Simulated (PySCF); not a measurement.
# SF₅⁺: relaxation and vibrations of the singlet

The task is one start of a wider search on SF₅⁺: the singlet, from a PBE0 minimum start. It is relaxed, tested by its Hessian and followed downhill if it is a saddle.

Method: PBE0, basis S def2-SVP, F def2-SVP, no relativity, density fitting; program: PySCF 2.14.0.

## 1. The starting structure

6 atoms, charge 1, spin multiplicity 1.

Bond lengths: S1–F2 1.549 Å, S1–F3 1.549 Å, S1–F4 1.528 Å, S1–F5 1.528 Å, S1–F6 1.528 Å. Angles: F2–S1–F3 180.0°, F2–S1–F4 90.0°, F2–S1–F5 90.0°, F2–S1–F6 90.0°, F3–S1–F4 90.0°, F3–S1–F5 90.0°, F3–S1–F6 90.0°, F4–S1–F5 120.0°, F4–S1–F6 120.0°, F5–S1–F6 120.0°.

```xyz
6
charge 1 multiplicity 1
S     0.0000    0.0000    0.0000
F     0.0000    0.0000    1.5488
F     0.0000    0.0000   -1.5488
F     1.5285    0.0000    0.0000
F    -0.7643    1.3237    0.0000
F    -0.7642   -1.3237    0.0000
```

## 2. The SCF at the typed geometry

One driver script runs all steps and calls PySCF; scf.py shows how it sets up the SCF of each step. The optimiser is the driver's own. After this first run the driver tries any further starts and a stability analysis.

The input, scf.py:

```python
from pyscf import gto, scf, dft
mol = gto.M(atom='''
S     -0.000000    -0.000000     0.000000
F      0.000000    -0.000000     1.548767
F     -0.000000     0.000000    -1.548767
F      1.528481     0.000017     0.000000
F     -0.764255     1.323695     0.000000
F     -0.764225    -1.323712    -0.000000''',
    basis={'S': 'def2-SVP', 'F': 'def2-SVP'},
    charge=1, spin=0)
mf = dft.RKS(mol, xc='PBE0')
mf.grids.atom_grid = (50, 194)
aux = {'S': 'def2-universal-JKFIT', 'F': 'def2-universal-JKFIT'}
mf = mf.density_fit(auxbasis=aux)
mf.conv_tol = 1e-08
mf.diis_space = 10
mf.max_cycle = 60
mf.init_guess = 'minao'
mf.verbose = 4
mf.kernel()
```

Started as:

```
$ OMP_NUM_THREADS=2 python axn.py task.json out
```

What it wrote:

```text
init E= -897.714412236894
  HOMO = -0.487873281959395  LUMO = -0.0702737698542717  gap/eV = 11.36346
cycle= 1 E= -895.425252706318  delta_E= 2.29  |g|= 1.31  |ddm|= 3.02
  HOMO = -0.711125051822809  LUMO = -0.451099798635032  gap/eV = 7.07565
cycle= 2 E= -895.007693534525  delta_E= 0.418  |g|= 2.12  |ddm|= 2.67
  HOMO = -0.752613027633426  LUMO = -0.376358176363558  gap/eV = 10.23842
cycle= 3 E= -895.75427236237  delta_E= -0.747  |g|= 0.0833  |ddm|= 1.58
  HOMO = -0.731742636631575  LUMO = -0.351336303243205  gap/eV = 10.35138
cycle= 4 E= -895.755070647038  delta_E= -0.000798  |g|= 0.0417  |ddm|= 0.0787
  HOMO = -0.736799802625207  LUMO = -0.354188035019972  gap/eV = 10.41140
cycle= 5 E= -895.755255790136  delta_E= -0.000185  |g|= 0.0235  |ddm|= 0.0376
  HOMO = -0.7368519471678  LUMO = -0.355084326738417  gap/eV = 10.38843
cycle= 6 E= -895.755344484271  delta_E= -8.87e-05  |g|= 0.000792  |ddm|= 0.0153
  HOMO = -0.736829241042035  LUMO = -0.355007529952488  gap/eV = 10.38990
cycle= 7 E= -895.755344589908  delta_E= -1.06e-07  |g|= 0.000153  |ddm|= 0.000626
  HOMO = -0.736836529881382  LUMO = -0.355029337698498  gap/eV = 10.38950
cycle= 8 E= -895.755344594682  delta_E= -4.77e-09  |g|= 1.4e-05  |ddm|= 0.000146
  HOMO = -0.73683517291893  LUMO = -0.35502995546804  gap/eV = 10.38945
Extra cycle  E= -895.755344594673  delta_E= 9.55e-12  |g|= 1.78e-05  |ddm|= 2.26e-05
converged SCF energy = -895.755344594673
```

This step, with its further starts and checks, ran for 5.4 s (2 threads of Arm Neoverse V1, shared host).

No lower closed-shell solution turned up in the test of internal stability.

## 3. Relaxing the singlet from the PBE0 minimum start

The program finds D3h symmetry in the start, which this walk keeps.

scf.py: that of step 2 with these lines changed.

```diff
@@ -4,5 +4,5 @@
-F      0.000000    -0.000000     1.548767
-F     -0.000000     0.000000    -1.548767
-F      1.528481     0.000017     0.000000
-F     -0.764255     1.323695     0.000000
-F     -0.764225    -1.323712    -0.000000''',
+F      0.000000     0.000000     1.548767
+F     -0.000000    -0.000000    -1.548767
+F      1.528481     0.000017    -0.000000
+F     -0.764255     1.323695    -0.000000
+F     -0.764226    -1.323712     0.000000''',
@@ -18 +17,0 @@
-mf.init_guess = 'minao'
```

Steps of the walk:

```
step  energy (Eh)  change (kJ/mol)  largest symmetric gradient (Eh/bohr)
   0  -895.755345             0.00                               0.00016
```

The walk took 2.7 s.

It settles in D3h symmetry, 0.0 kJ/mol below the start, after 0 steps: S–F 1.528 Å (×3), S–F 1.549 Å (×2); F–S–F 90.0° (×6), F–S–F 120.0° (×3), F–S–F 180.0°.

## 4. Hessian and properties

The point is checked on the finer grid, and tightened if its gradient asks for it. The Hessian and the dipole derivatives come from central differences of analytic gradients, with steps of 0.02 bohr.

scf.py: that of step 3 with these lines changed.

```diff
@@ -3,6 +3,6 @@
-S     -0.000000    -0.000000     0.000000
-F      0.000000     0.000000     1.548767
-F     -0.000000    -0.000000    -1.548767
-F      1.528481     0.000017    -0.000000
-F     -0.764255     1.323695    -0.000000
-F     -0.764226    -1.323712     0.000000''',
+S      0.000000    -0.000000     0.000000
+F      0.000000    -0.000000     1.548767
+F     -0.000000     0.000000    -1.548767
+F      1.528481     0.000017     0.000000
+F     -0.764255     1.323695     0.000000
+F     -0.764226    -1.323712    -0.000000''',
@@ -12 +12 @@
-mf.grids.atom_grid = (50, 194)
+mf.grids.atom_grid = (75, 302)
@@ -15 +15 @@
-mf.conv_tol = 1e-08
+mf.conv_tol = 1e-10
```

The driver hands on the density of the step before, so the log starts near convergence.

Log of the central SCF (cycles and frontier levels):

```text
init E= -895.755185600965
  HOMO = -0.736837925002901  LUMO = -0.355024715031836  gap/eV = 10.38967
cycle= 1 E= -895.755185600956  delta_E= 9.32e-12  |g|= 9.02e-06  |ddm|= 9.82e-06
  HOMO = -0.736838944633087  LUMO = -0.355024390781978  gap/eV = 10.38970
Extra cycle  E= -895.755185600935  delta_E= 2.09e-11  |g|= 1.43e-05  |ddm|= 1.55e-05
converged SCF energy = -895.755185600935
```

The whole step took 78 s.

Geometry: D3h; S–F 1.528 Å (×3), S–F 1.549 Å (×2); F–S–F 90.0° (×6), F–S–F 120.0° (×3), F–S–F 180.0°.

Harmonic modes (main isotopes):

```csv
symmetry,ω (cm⁻¹),IR (km/mol),type
e',157,0.8,bend
e'',534,0.0,bend
e',553,81.8,bend
a2'',598,58.9,bend
a1',735,0.0,stretch
a1',822,0.0,stretch
e',1070,494,mixed
a2'',1092,379,stretch
```

No imaginary mode, so this is a minimum.

Properties at this point:

| Quantity | Value |
| --- | --- |
| Dipole moment about the centre of mass | 0.00 D |
| Highest occupied level | -20.05 eV |
| Lowest empty level | -9.66 eV |
| Rotational constants | 0.1266, 0.1069, 0.1069 cm⁻¹ |
| Zero-point energy | 47.1 kJ/mol |
| Principal polarisabilities | 18.8, 18.8, 19.8 bohr³ |
| Principal traceless quadrupole moments about the centre of mass | -2.35, 1.17, 1.17 D Å |
| Entropy at 298.15 K and 1 bar | 300.9 J/(mol K) |
| Heat capacity Cp at 298.15 K | 82.3 J/(mol K) |
| Enthalpy at 298.15 K above 0 K | 16.35 kJ/mol |
| Rotational symmetry number | 6 |

Charges (e) and bond orders:

```
  atom  Mulliken  Löwdin  polar tensor  Mayer order to S1
    S1      1.68    1.43          3.08                  –
  F2,3     -0.18   -0.12         -0.43               1.04
F4,5,6     -0.10   -0.06         -0.40               1.15
```

Outer orbital energies (eV). occupied: -22.96, -22.27, -21.67, -21.24, -20.66, -20.66, -20.05, -20.05; empty: -9.66, -7.45, -7.45, -3.30.

Mulliken populations on S1: s 5.16, p 8.24, d 0.92.

## 5. What came out

| quantity | value |
| --- | --- |
| minimum | singlet, D3h |
| geometry | S–F 1.528 Å (×3), S–F 1.549 Å (×2); F–S–F 90.0° (×6), F–S–F 120.0° (×3), F–S–F 180.0° |
| wavenumbers (cm⁻¹) | 157 (e'), 534 (e''), 553 (e'), 598 (a2''), 735 (a1'), 822 (a1'), 1070 (e'), 1092 (a2'') |
| dipole moment (centre of mass) | 0.00 D |
| highest occupied, lowest empty level | -20.05, -9.66 eV |
| polar-tensor charge of S1 | +3.08 e |
| zero-point energy | 47.1 kJ/mol |
| entropy at 298.15 K | 300.9 J/(mol K) |

What this shows: The molecule stays D3h, as typed, and the end point is a minimum. In the infrared the band at 1070 cm⁻¹ (e', mixed) leads. Only this shape and spin were tried, so other structures or states may lie lower.

The search up to here took 86 s.
